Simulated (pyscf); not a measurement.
**Hydrogen abstraction: `[OH][In]([Cl])[Cl]` + `[H]` [doublet] → `[O][In]([Cl])[Cl]` [doublet] + `[H][H]`**

Gas phase, doublet surface, charge 0. Bonds broken: O1–H5. Bonds formed: H5–H6. Single points on ωB97X-D3(BJ)/def2-SVP structures (PySCF, gas phase).

Transition state (Å):

```xyz
6

O      1.1124    -0.5596     0.5402
In     0.3024     1.0639    -0.3079
Cl     1.5287     3.0218    -0.3070
Cl    -1.7938     1.0547    -1.2816
H      0.1353    -1.5072     0.4248
H     -0.6257    -1.7749     0.1864
```

One imaginary mode, 899i cm⁻¹; descent along it reached the two sides named.

| bond | change | reactant side (Å) | saddle | product side |
|---|---|---|---|---|
| O1–H5 | breaks | 0.966 | 1.366 | 2.323 |
| H5–H6 | forms | 2.8 | 0.841 | 0.762 |

Electronic energies relative to the separated reactants (kcal/mol):

```tsv
level	barrier	reaction energy	reverse barrier
ωB97X-D3(BJ)/def2-TZVP	15.6	+13.0	2.6
PBE/def2-TZVP	11.4	+15.5	-4.1
r²SCAN/def2-TZVP	10.4	+11.3	-0.9
B3LYP-D3(BJ)/def2-TZVP	10.2	+9.7	0.5
PBE0-D3(BJ)/def2-TZVP	14.7	+14.6	0.1
M06-2X/def2-TZVP	18.9	+14.7	4.2
ωB97M-D3(BJ)/def2-TZVP	16.5	+13.5	3.0
HF/def2-TZVP	21.4	+2.9	18.5
```

With ωB97M-D3(BJ)/def2-TZVP energies and thermal terms (ideal gas, 1 atm, RRHO with modes under 100 cm⁻¹ raised to 100, one conformer, R ln 2 for chiral ones without a mode under 150 cm⁻¹), in kcal/mol:

```tsv
T (K)	ΔH‡	ΔG‡	ΔH	ΔG
298	14.5	21.0	+12.9	+12.2
600	14.1	27.8	+12.6	+11.6
900	13.9	34.7	+12.2	+11.2
1200	13.7	41.6	+11.6	+11.0
```

At PBE, r²SCAN this geometry lies under the product side: in single points on another level's saddle the reverse barrier vanishes, and the forward threshold there is about the reaction energy. One saddle was located; it need not be the lowest between these sides. The angle at the transferred H is 153°. Elements past Kr carry the def2 core potentials, without spin-orbit coupling.
